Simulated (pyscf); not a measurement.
Optimised with ωB97X-D3(BJ)/def2-SVP in PySCF. Correlated levels are frozen-core, on RHF or UHF. ΔMP2 is the change of the MP2 total energy from the triple- to the quadruple-zeta basis.

What is the homolytic dissociation enthalpy (298 K, CCSD(T)/def2-TZVPP + ΔMP2(QZVPP)) of the F–Zn bond of `[OH][Zn][F]`, to [HO–Zn]• + F•?

F–Zn to [HO–Zn]• + F•: 5.40 eV. The radicals are drawn with the spin at the cut bond; how far it spreads was not checked. The CCSD(T) − MP2 part came from Ansatz, without density fitting, on the same reference. The frozen core leaves the outer d or s,p core shells of the metals and heavy elements correlated in the MP2 and CC values, and def2-TZVPP describes them poorly, which can shift differences by a few kcal/mol. Left out: the spin-orbit lowering of F. Elements up to Kr have no core potential and no relativistic terms here.
